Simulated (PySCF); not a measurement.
Tetrafluoroethylene, C₂F₄.
Bonds: F1–C2, C2–F3, C2–C4 (double), C4–F5, C4–F6.

Computed with PySCF at wB97X-D/pcSseg-2, non-relativistic, on one gas-phase PBE0-D3(BJ)/def2-TZVP geometry that isn't relaxed in the solvent. The solvent is an IEF-PCM continuum (cavity from Bondi-type radii × 1.2). Specific hydrogen bonds and non-electrostatic terms are outside this model.

Gas phase at wB97X-D/pcSseg-2: HOMO -9.49 eV, LUMO 2.70 eV, dipole 0.00 D.

Problem. What does the continuum do to the energy, the frontier levels and the dipole at wB97X-D/pcSseg-2 in chloroform?

Solution. 
```
   solvent      ε  E(solvent) − E(gas) (kcal/mol)  polarisation term (kcal/mol)  distortion of the solute (kcal/mol)  HOMO (eV)  LUMO (eV)  dipole (D)
chloroform  4.711                           -0.69                         -0.72                                 0.03      -9.34       2.85        0.00
```

The first energy column is the sum of the next two and covers electrostatics alone. Charge and dipole vanish, so a point-dipole model would give no lowering at all.

Time: 16 s; peak memory 1.1 GiB. Hardware: an Arm Neoverse V1 with one thread, no GPU, shared host. This is the whole shielding run at wB97X-D/pcSseg-2 in chloroform, SCF included.

The pairwise dispersion term of wB97X-D wasn't added to the energies; at a given geometry it leaves orbitals and properties as they are.
